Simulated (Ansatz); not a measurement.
# CH5Al, SMILES [CH3][AlH2]: a ladder of basis sets

With the Ansatz DFT code, driven from Python.

The cells in order, each with its output:

```python
import ansatz as az
```

```python
GEOMETRY = """
C    -0.45310   -0.71900   -0.37430
Al    0.42160    0.95660    0.27470
H    -1.04830   -1.17370    0.44580
H    -1.17330   -0.37880   -1.16000
H     0.24480   -1.37400   -0.84740
H     0.09060    1.45900    1.75880
H     1.97890    1.16190   -0.14330
"""
```

```python
system = az.Crystal.molecule()
for line in GEOMETRY.strip().splitlines():
    symbol, *xyz = line.split()
    system = system.atom(symbol, [float(v) for v in xyz])
```

```python
model = system.calculation().functional("hf")
```

```python
energies = {}
for basis in ["STO-3G", "6-31G", "6-31G*", "def2-SVP", "def2-SVPD", "def2-TZVP", "def2-TZVPP"]:
    summary = model.basis(gaussian=basis).run().report
    size = summary["n_frozen"] + summary["n_occupied"][0] + summary["n_virtual"][0]
    energies[basis] = (summary["reference_energy_ev"] / 27.211386246, summary["free_energy_ev"] / 27.211386246)
    print(f"{basis:14s} {size:4d} orbitals  reference {energies[basis][0]:14.6f} Ha  total {energies[basis][1]:14.6f} Ha")
```

    STO-3G           19 orbitals  reference    -279.291876 Ha  total    -279.291876 Ha
    6-31G            32 orbitals  reference    -282.610897 Ha  total    -282.610897 Ha
    6-31G*           44 orbitals  reference    -282.646853 Ha  total    -282.646853 Ha
    def2-SVP         57 orbitals  reference    -282.559696 Ha  total    -282.559696 Ha
    def2-SVPD        84 orbitals  reference    -282.562657 Ha  total    -282.562657 Ha
    def2-TZVP        98 orbitals  reference    -282.687754 Ha  total    -282.687754 Ha
    def2-TZVPP      143 orbitals  reference    -282.689247 Ha  total    -282.689247 Ha

```python
last = energies["def2-TZVPP"][1]
for basis, (_, total) in energies.items():
    print(f"{basis:14s} lies {27.211386 * (total - last):9.4f} eV above def2-TZVPP")
```

    STO-3G         lies   92.4472 eV above def2-TZVPP
    6-31G          lies    2.1320 eV above def2-TZVPP
    6-31G*         lies    1.1536 eV above def2-TZVPP
    def2-SVP       lies    3.5253 eV above def2-TZVPP
    def2-SVPD      lies    3.4447 eV above def2-TZVPP
    def2-TZVP      lies    0.0406 eV above def2-TZVPP
    def2-TZVPP     lies    0.0000 eV above def2-TZVPP

Against STO-3G: 6-31G -3319.0 mHa, 6-31G* -3355.0 mHa, def2-SVP -3267.8 mHa, def2-SVPD -3270.8 mHa, def2-TZVP -3395.9 mHa and def2-TZVPP -3397.4 mHa. The last step alone is -1.49 mHa (these two sets differ little on atoms other than hydrogen).

Notes:
- The drop along the ladder measures the basis error, and is no property of the molecule.
- The geometry is a force-field or estimated start, not a minimum of this method, and the last set is no limit. Much of the fall in a total is atomic energy, which cancels in bond and reaction energies.
- Totals across families of basis sets mostly measure their core functions.
- Finished in 2.9 s on 1 thread of Arm Neoverse V1, with other jobs on the host, peak memory 0.26 GiB.
